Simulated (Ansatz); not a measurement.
Species: C₃H₉N, SMILES `CN(C)C` (charge 0, multiplicity 1).

Problem. Give a relaxed geometry from B3LYP-D3(BJ)/def2-SVP (Ansatz, a first-principles code).

Solution. the end point of this relaxation (outside a Z-matrix the atoms follow the SMILES, hydrogens last).
Cartesian coordinates (Å) in one orientation:
```xyz
13

C      1.282    -0.487     0.218
N      0.065    -0.065    -0.439
C     -1.073    -0.879    -0.071
C     -0.191     1.349    -0.269
H      1.484    -1.548    -0.001
H      1.246    -0.374     1.328
H      2.137     0.103    -0.148
H     -0.868    -1.939    -0.290
H     -1.960    -0.579    -0.651
H     -1.337    -0.804     1.011
H      0.665     1.938    -0.635
H     -1.080     1.647    -0.848
H     -0.370     1.640     0.794
```
